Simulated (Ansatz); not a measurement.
Molecule: C₄H₃S (charge 0, doublet). It need not be the lowest isomer of its formula. SMILES: [c]1cccs1
Geometry: optimised at B3LYP-D3(BJ)/def2-TZVP (Ansatz, a quantum-chemistry and plane-wave program).

Computed values are from Ansatz. Valence correlation only, unless marked. UHF or UKS for open shells. No spin-orbit coupling. Non-relativistic. CBS(X,Y): correlation extrapolated as X^-3; Hartree-Fock from the larger set. The bracket is a focal-point correction in the basis named.

The atomisation energy De is 3492.5 kJ/mol at RI-MP2/CBS(cc-pV(T+d)Z,cc-pV(Q+d)Z)+[CCSD(T)-MP2]/cc-pV(T+d)Z, the total energy comes out as -551.6719 Eh at RI-MP2/CBS(cc-pV(T+d)Z,cc-pV(Q+d)Z)+[CCSD(T)-MP2]/cc-pV(T+d)Z and the dipole moment is 1.11 D at wB97M-V/def2-TZVPD. The T1 diagnostic is 0.042 at CCSD/cc-pV(T+d)Z.

The UHF reference is spin-contaminated (<S^2> 0.38 over the pure value in the largest basis).
